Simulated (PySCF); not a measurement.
**C4H8N2: electronic excitations and core binding energies**

What electronic excitations and core binding energies should C4H8N2 (`C=C/C(C)=N\N`) show?

The runs use PySCF 2.14.0, with density-fitted response routines of our own; the level of theory stands in each step. All values are computed, except where a source is named. Atoms are numbered from 0 throughout.

## Step 1: Starting geometry

14 atoms, charge 0, multiplicity 1; geometry from: GFN2-xTB.

Bonds of the start (Å): C0–C1 1.33, C1–C2 1.46, C2–C3 1.50, C2–N4 1.28, N4–N5 1.34, C0–H6 1.08, C0–H7 1.08, C1–H8 1.08, C3–H9 1.09, C3–H10 1.09, C3–H11 1.09, N5–H12 1.02, N5–H13 1.01.

## Step 2: Excited states and response: wB97X-D/def2-SVPD

Job settings and geometry (Å):

```
{"job": {"kind": "uv", "xc": "wB97X-D", "basis": "def2-SVPD", "nstates": 8, "ntriplets": 3}, "charge": 0, "multiplicity": 1}
C     -0.735305     1.865034    -0.565376
C      0.158959     1.023776    -0.053707
C     -0.017110    -0.416149     0.069168
C     -1.270962    -1.039779    -0.471474
N      0.812064    -1.237513     0.596884
N      1.952530    -0.875938     1.206967
H     -1.692426     1.536390    -0.930555
H     -0.540274     2.922480    -0.630966
H      1.097409     1.429376     0.307680
H     -1.223464    -2.114577    -0.326767
H     -2.143019    -0.648828     0.049719
H     -1.376871    -0.824930    -1.533232
H      2.374211     0.025105     0.998463
H      2.603580    -1.644919     1.261030
```

With the program's defaults for keys left out, this is: TDDFT wB97X-D/def2-SVPD, vertical, gas phase, core orbitals frozen in the response.

The run is started by

```sh
> OMP_NUM_THREADS=1 python probes_run.py task.json out
```

One launch serves the whole session: the jobs run in the order shown.

**Question.** This job is followed by: delta-SCF UKS SCAN, pcX-2 on the ionised atom, pcseg-1 elsewhere, spin-free X2C. What will the session give for the following? lowest singlet (wB97X-D/def2-SVPD); lowest triplet; C1s binding energies, SCAN/pcX-2 (standing for 3 of 4 atoms); N1s binding energies, SCAN/pcX-2.

The runs gave:

```
                                                    quantity                               value
                          lowest singlet (wB97X-D/def2-SVPD)         4.95 eV (250 nm), f = 0.387
                                              lowest triplet                             2.98 eV
C1s binding energies, SCAN/pcX-2 (standing for 3 of 4 atoms)  C2 290.88, C3 290.36, C0 289.84 eV
                            N1s binding energies, SCAN/pcX-2             N5 405.80, N4 404.91 eV
```

**Reading.** The first singlet state (HOMO→LUMO 0.95) lies at 4.95 eV and is bright. The lowest triplet lies 1.97 eV below the lowest singlet (triplets in Tamm-Dancoff, singlets in full TDDFT). C2 (C=N carbon) binds its C1s electron 1.04 eV more tightly than C0 (terminal =CH2 carbon). Only 3 of the 4 C atoms are covered by sound results. The N1s levels kept as sound span 0.90 eV, from N4 (imine nitrogen) up to N5 (nitrogen bonded to N, 2 H).
